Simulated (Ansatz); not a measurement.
# BSi2: the cost of one run

Computed with Ansatz 0.2.0, Gaussian basis. Level: def2-TZVPP, core rule «outside noble gas», up to 11 orbitals frozen.

The runs, in order: UHF; ROHF; CCSD(T) on UHF.

2 further runs of the same task are left out: 2 set aside as unsound or not needed.

**1. The system**

The geometry is a PBE0/def2-TZVP stationary point (not a proven minimum) of the parent state, kept for this charge and spin.

3 atoms, charge 0, spin multiplicity 4.

Atoms are counted from 1 here; the program's logs count them from 0.

Bond lengths: Si1–B2 1.872 Å, B2–Si3 1.872 Å. Angles: Si1–B2–Si3 180.0°.

**2. UHF**

File in.yaml:

```yaml
crystal:
  periodic: [false, false, false]
  atoms:
    - {symbol: Si, position_ang: [0.000000, 0.000000, 1.872200]}
    - {symbol: B, position_ang: [0.000000, 0.000000, 0.000000]}
    - {symbol: Si, position_ang: [0.000000, 0.000000, -1.872200]}
basis:
  gaussian: {orbitals: def2-TZVPP}
magnetization: {spin_polarized: true, initial_magnetization: 3}
hamiltonian: {xc: hf}
output: {orbitals: {seedname: orbitals}}
```

Run with:

```console
$ ansatz run in.yaml --threads 1 --pin off --events-out ev --progress --plain --max-ram 4096MiB --backend cpu
```

**Question.** How long does this run take on 1 thread of AMD EPYC 7R13, shared host, and how much memory does it need?

About 21 s, with a peak of 0.31 GiB.
